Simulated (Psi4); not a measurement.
# U-r2SCAN/pcseg-1 run of BHClO (SMILES O[B]Cl)

What is the vertical electron affinity of BHClO at U-r2SCAN/pcseg-1? 

The calculation is run with Psi4 1.11.

10 further runs of the same task are left out: 6 that didn't finish, 4 set aside as unsound or not needed.

**1. The structure to begin with**

The species is BHClO (4 atoms), meant as a doublet with charge 0. SMILES: `O[B]Cl`. The shape is that of a PBE0-D4/def2-TZVP optimisation.

Bond lengths: O1–B2 1.334 Å, B2–Cl3 1.740 Å, O1–H4 0.961 Å. Angles: O1–B2–Cl3 122.2°, B2–O1–H4 113.5°.

**2. The charge distribution at U-r2SCAN/pcseg-1**

Input file bclho.json:

```json
{
 "schema_name": "qcschema_input",
 "schema_version": 1,
 "molecule": {
  "schema_name": "qcschema_molecule",
  "schema_version": 2,
  "symbols": ["O", "B", "Cl", "H"],
  "geometry": [1.03103457, 0.36112666, -1.11361561, -0.81239326, 0.12396603, 0.59072839, -1.0529554, -2.50048561, 2.55661047, 0.93919388, 1.90144243, -2.0720847],
  "molecular_charge": 0,
  "molecular_multiplicity": 2,
  "fix_symmetry": "c1",
  "fix_com": true,
  "fix_orientation": true
 },
 "driver": "energy",
 "model": {
  "method": "r2scan",
  "basis": "pcseg-1"
 },
 "keywords": {
  "reference": "uks",
  "scf_type": "pk",
  "scf_properties": ["NO_OCCUPATIONS", "WIBERG_LOWDIN_INDICES"]
 }
}
```

On the command line:

```
$ psi4 --qcschema bclho.json -n 1 --memory 1600MB
```

stdout:

```text
[...]
  Running in c1 symmetry.
[...]
  Nuclear repulsion =   76.699725498515349
[...]
  Multiplicity = 2
[...]
  Nalpha       = 16
  Nbeta        = 15
[...]
    Number of basis functions: 51
[...]
   @UKS iter   1:  -560.58298566065741   -1.22246e-01   1.32459e-02 ADIIS/DIIS
[...]
   @UKS iter   9:  -560.76919720084868   -2.24841e-08   8.91681e-07 DIIS
[...]
   @S^2 Observed:                7.533845316E-01
[...]
    Orbital Energies [Eh]
    ---------------------
    Alpha Occupied:
       1A   -101.180415     2A    -19.007881     3A     -9.364781
       4A     -7.113614     5A     -7.107204     6A     -7.106113
       7A     -6.725722     8A     -1.044237     9A     -0.809473
      10A     -0.571843    11A     -0.434698    12A     -0.419900
      13A     -0.385005    14A     -0.320432    15A     -0.316735
      16A     -0.196025
    Alpha Virtual:
      17A     -0.050194    18A      0.031945    19A      0.101491
      20A      0.170953    21A      0.206370    22A      0.257545
      23A      0.272756    24A      0.375568    25A      0.404129
[...]
  @UKS Final Energy:  -560.76919720084868
   => Energetics <=
    Nuclear Repulsion Energy =             76.6997254985153489
    One-Electron Energy =                -924.7208746996026321
    Two-Electron Energy =                 328.4426470665693500
    DFT Exchange-Correlation Energy =     -41.1906950663307114
    Empirical Dispersion Energy =           0.0000000000000000
    VV10 Nonlocal Energy =                  0.0000000000000000
    Total Energy =                       -560.7691972008486800
[...]
 Multipole Moments:
 ------------------------------------------------------------------------------------
     Multipole            Electronic (a.u.)      Nuclear  (a.u.)        Total (a.u.)
 ------------------------------------------------------------------------------------
 L = 1.  Multiply by 2.5417464519 to convert [e a0] to [Debye]
 Dipole X            :         12.9132121          -12.7747377            0.1384745
 Dipole Y            :         37.8278691          -37.0979695            0.7298996
 Dipole Z            :        -36.0417221           35.4350104           -0.6067117
 Magnitude           :                                                    0.9591808
[...]
```

The result, in JSON:

```text
{
 "driver": "energy",
 "model": {
  "method": "r2scan",
  "basis": "pcseg-1"
 },
 "success": true,
 "return_result": -560.7691972008487,
 "properties": {
  "calcinfo_nbasis": 51,
  "calcinfo_nmo": 51,
  "calcinfo_nalpha": 16,
  "calcinfo_nbeta": 15,
  "calcinfo_natom": 4,
  "nuclear_repulsion_energy": 76.69972549851535,
  "return_energy": -560.7691972008487,
  "scf_one_electron_energy": -924.7208746996026,
  "scf_two_electron_energy": 328.44264706656935,
  "scf_xc_energy": -41.19069506633071,
  "scf_dipole_moment": [0.13847448797016426, 0.7298996167031362, -0.6067117328373541],
  "scf_total_energy": -560.7691972008487,
  "scf_iterations": 9
 }
}
```

Run time: 9.9 s. Hardware: 1 thread of Intel Xeon Platinum 8375C at 2.90GHz (Ice Lake), shared host; peak memory 0.5 GiB.

**3. The singlet anion, same level**

Input file calc.inp:

```
memory 1600 mb

molecule system {
  -1 1
  O      1.03103457     0.36112666    -1.11361561
  B     -0.81239326     0.12396603     0.59072839
  Cl    -1.05295540    -2.50048561     2.55661047
  H      0.93919388     1.90144243    -2.07208470
  units au
  symmetry c1
  no_reorient
  no_com
}

set reference uks
set scf_type pk

result, w = energy("r2scan/pcseg-1", return_wfn=True)
oeprop(w, "NO_OCCUPATIONS", "WIBERG_LOWDIN_INDICES", title="R2SCAN")
```

On the command line:

```
$ psi4 -n 1 calc.inp calc.out
```

calc.out:

```text
[...]
  Running in c1 symmetry.
[...]
  Nuclear repulsion =   76.699725498515349
[...]
  Multiplicity = 1
[...]
  Nalpha       = 16
  Nbeta        = 16
[...]
    Number of basis functions: 51
[...]
   @UKS iter   1:  -560.42619081248984    3.45490e-02   1.57572e-02 DIIS/ADIIS
[...]
   @UKS iter   9:  -560.74876837979923   -9.41691e-09   5.19644e-07 DIIS
[...]
   @S^2 Observed:               -3.552713679E-15
[...]
    Orbital Energies [Eh]
    ---------------------
    Alpha Occupied:
       1A   -100.944633     2A    -18.749599     3A     -9.129396
       4A     -6.876368     5A     -6.872626     6A     -6.871049
       7A     -6.413706     8A     -0.788065     9A     -0.571232
      10A     -0.325311    11A     -0.185138    12A     -0.163820
      13A     -0.138379    14A     -0.090868    15A     -0.089369
      16A      0.131828
    Alpha Virtual:
      17A      0.219761    18A      0.224524    19A      0.317060
      20A      0.389171    21A      0.437033    22A      0.498281
      23A      0.552589    24A      0.581869    25A      0.608459
[...]
  @UKS Final Energy:  -560.74876837979923
   => Energetics <=
    Nuclear Repulsion Energy =             76.6997254985153489
    One-Electron Energy =                -932.2968552909642312
    Two-Electron Energy =                 336.2866192281559279
    DFT Exchange-Correlation Energy =     -41.4382578155062546
    Empirical Dispersion Energy =           0.0000000000000000
    VV10 Nonlocal Energy =                  0.0000000000000000
    Total Energy =                       -560.7487683797992304
[...]
 Multipole Moments:
 ------------------------------------------------------------------------------------
     Multipole            Electronic (a.u.)      Nuclear  (a.u.)        Total (a.u.)
 ------------------------------------------------------------------------------------
 L = 1.  Multiply by 2.5417464519 to convert [e a0] to [Debye]
 Dipole X            :         14.1752697          -12.7747377            1.4005320
 Dipole Y            :         37.5015234          -37.0979695            0.4035539
 Dipole Z            :        -36.8732551           35.4350104           -1.4382448
 Magnitude           :                                                    2.0476557
[...]
```

Run time: 9.3 s. Hardware: 1 thread of Intel Xeon Platinum 8375C at 2.90GHz (Ice Lake), shared host; peak memory 0.5 GiB.

**4. Results**

Level: U-r2SCAN/pcseg-1.

```
                                                            quantity          value
                                         doublet BHClO: total energy  -560.76920 Eh
                                        doublet BHClO: dipole moment         2.44 D
                   doublet BHClO: HOMO energy (highest over α and β)       -5.33 eV
                    doublet BHClO: LUMO energy (lowest over α and β)       -2.01 eV
                                                 doublet BHClO: ⟨S²⟩          0.753
                                         singlet anion: total energy  -560.74877 Eh
                                          singlet anion: HOMO energy        3.59 eV
                                          singlet anion: LUMO energy        5.98 eV
singlet anion: HOMO–LUMO gap (to an unbound level, set by the basis)        2.39 eV
                   vertical electron affinity (to the singlet anion)      -0.556 eV
```

The anion lies 0.56 eV (53.6 kJ/mol) above the neutral: the electron isn't bound at this level, and such a value depends on the basis. Without diffuse functions anions come out too high. The HOMO (singlet anion) lies at positive energy, 3.59 eV, as semi-local functionals often give for anions; only total energies tell whether the electron is bound.
